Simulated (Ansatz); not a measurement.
Process, species as SMILES: [CH]=C=O → [CH-]=C=O (an electron is taken up)
B3LYP-D3(BJ)/def2-TZVP geometries, fixed; electronic energies without zero-point terms; positive where energy is released.
Largest species:
```
C
O 1 1.1710
C 1 1.2878 2 170.77
H 3 1.0711 1 137.10 2 -180.00
```
Charge 0, spin multiplicity 2.

Basis-set convergence of the adiabatic electron affinity at B2PLYP with Ansatz (a first-principles code). Cartesian d functions, on some or all atoms, in 6-31G*; all else is spherical. Cores are frozen. Open shells are unrestricted. No added dispersion term, no relativity. Functions are those of the species that has most. Reference: the value in aug-pcseg-3, 2.285 eV, itself unsure by roughly 0.018 eV (its mean distance from aug-cc-pVQZ, def2-QZVPPD). Deviations are taken from unrounded values.

```
basis              functions  adiabatic electron affinity (eV)  minus reference (eV)
-----------------  ---------  --------------------------------  --------------------
def2-SV(P)                44                             1.630                -0.655
6-31G*                    47                             1.383                -0.902
def2-SVP                  47                             1.638                -0.646
cc-pVTZ                  104                             1.995                -0.290
6-311++G(3df,3pd)        135                             2.264                -0.020
pcseg-3                  213                             2.270                -0.014
def2-QZVPPD              225                             2.255                -0.029
aug-cc-pVQZ              286                             2.291                 0.006
aug-pcseg-3              304                             2.285                 0.000
```

The smallest set listed that lies within 0.1 eV of the reference with all its larger relatives (same family, alike in diffuse functions; a set with none counts only in the reference's own line) is pcseg-3 (213 functions, -0.014 eV off). Inside, with no larger relative to test it: 6-311++G(3df,3pd), def2-QZVPPD, aug-cc-pVQZ. (Relatives not listed, tested too: pcseg-4 0.002 eV.)
